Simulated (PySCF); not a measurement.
From one molecule to another.

First species: C4H5NO.
Structure used (GFN2-xTB), in Å, numbered top down from 1:
```
atom  x, y, z in Å
C1     2.943   -0.105   -0.302
C2     1.801   -0.092    0.064
C3     0.458   -0.084    0.608
O4     0.224   -0.185    1.793
N5    -0.491    0.051   -0.351
C6    -1.897    0.093   -0.039
H7     3.937   -0.115   -0.643
H8    -0.211    0.131   -1.315
H9    -1.993   -0.007    1.041
H10   -2.428   -0.726   -0.528
H11   -2.336    1.043   -0.353
```

Second species: C4H4FP.
SMILES: `C#C/P=C(\C)F`

Levels: CAM-B3LYP/def2-SVPD for dipole moment, HOMO energy, LUMO energy, HOMO–LUMO gap, static isotropic polarisability and electronic spatial extent ⟨r²⟩ about the centre of nuclear charge; TDDFT CAM-B3LYP/def2-SVPD for lowest singlet excitation; TDA CAM-B3LYP/def2-SVPD for lowest triplet excitation (Tamm–Dancoff); GFN2-xTB for rotational constant A and rotational constant C. Geometries: GFN2-xTB. All species are isolated and taken at one optimised geometry, non-relativistic unless stated; the electronic structure was computed with PySCF and density fitting.

Dipoles, sizes and rotational constants follow the conformer. The torsions of the flexible species, by atom-mapped SMILES:
- `[CH:1]#[C:2][C:3](=[O:4])[NH:5][CH3:6]`: C2–C3–N5–C6 180°

Q: Which of the two has the higher dipole moment, and by how much?

A: The first: 3.98 D against 2.37 D, a difference of 1.61 D.

Q: Which of the two has the higher LUMO energy, and by how much?

A: The first: 0.18 eV against -0.80 eV, a difference of 0.98 eV.

Q: Which has the higher rotational constant C?

A: The first: 1.903 GHz against 1.486 GHz, a difference of 0.417 GHz.

Q: Which has the higher static isotropic polarisability?

A: The second: 74.4 au against 58.8 au, a difference of 15.6 au.

Q: Which of the two has the higher rotational constant A, and by how much?

A: The first: 9.036 GHz against 5.860 GHz, a difference of 3.176 GHz.

Q: Which of the two has the higher ⟨r²⟩, and by how much?

A: The second: 747 bohr² against 624 bohr², a difference of 123 bohr².

Q: Which of the two has the higher S1 energy, and by how much?

A: The first: 5.12 eV against 4.73 eV, a difference of 0.39 eV.

Q: Which has the higher HOMO energy?

A: The second: -8.12 eV against -9.10 eV, a difference of 0.98 eV.

On the first: The principal polarisabilities are 39.8, 55.0 and 81.5 au; their mean is the isotropic value. No computed singlet falls in the visible range (750 to 380 nm, 1.65 to 3.26 eV); S1 lies 1.86 eV above its blue end.

On the second: The principal polarisabilities are 49.0, 72.8 and 101.5 au; their mean is the isotropic value. The 8 singlets span 4.73 to 6.97 eV, and their oscillator strengths add up to 0.34.
